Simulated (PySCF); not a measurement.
## Which functional comes closest?

Molecule: `C=CC(=O)Cl`, C3H3ClO.

Geometry:
```
atom   x (Å)  y (Å)   z (Å)
  C1  -0.258  0.591  -0.482
  C2   0.924  0.903   0.056
  C3   2.148  0.848  -0.771
  O4   2.222  0.571  -1.922
 Cl5   3.609  1.256   0.172
  H6  -0.325  0.296  -1.533
  H7  -1.176  0.621   0.108
  H8   1.037  1.200   1.101
```

Geometry PBE0-D3(BJ)/def2-SVP throughout; GIAO in PySCF 2.14.0 with density-fitted response routines, gas phase, one conformer, non-relativistic; equivalent atoms averaged; basis pcSseg-2.

Reference values (measured; solution, not stated per compound (mostly CDCl3 or CCl4); Pretsch, Buehlmann, Badertscher, Structure Determination of Organic Compounds, 4th ed. (2009)): δ(H8) = 6.35 ppm, δ(H7) = 6.16 ppm, δ(H6) = 6.63 ppm. Computed shifts are taken against TMS, calculated as an isolated molecule at each level.

Q: How do the functionals HF, LDA, PBE, BLYP, BP86, OPBE, KT2, KT3, B97-D, B3LYP, PBE0, mPW1PW91 perform against the reference? Times are CPU seconds on 1 thread of an Intel Xeon 6975P-C, shared host; the GGAs took longer than the global hybrids here, which isn't the general rule, and the cause wasn't traced.

A: 
```
functional           kind    H8    H7    H6  mean abs. error H  core-s
        HF   Hartree–Fock  6.36  6.34  7.23               0.26     7.3
       LDA            LDA  6.75  6.06  6.86               0.24      15
       PBE            GGA  6.63  5.92  6.74               0.21      20
      BLYP            GGA  6.56  5.82  6.68               0.20      20
      BP86            GGA  6.60  5.91  6.73               0.20      21
      OPBE            GGA  6.67  5.99  6.77               0.21      22
       KT2            GGA  6.40  5.72  6.54               0.19      21
       KT3            GGA  6.42  5.73  6.55               0.19      20
     B97-D            GGA  6.52  5.85  6.68               0.18      21
     B3LYP  global hybrid  6.53  5.97  6.82               0.19      14
      PBE0  global hybrid  6.59  6.09  6.90               0.19      14
  mPW1PW91  global hybrid  6.57  6.08  6.89               0.19      14
```

For 1H the closest is B97-D (0.18 ppm, with mPW1PW91, B3LYP, KT3, KT2, PBE0, BLYP, BP86 practically level) and the furthest HF (0.26 ppm). One molecule is a small sample, and vibrational and solvent effects are absent from the calculation.
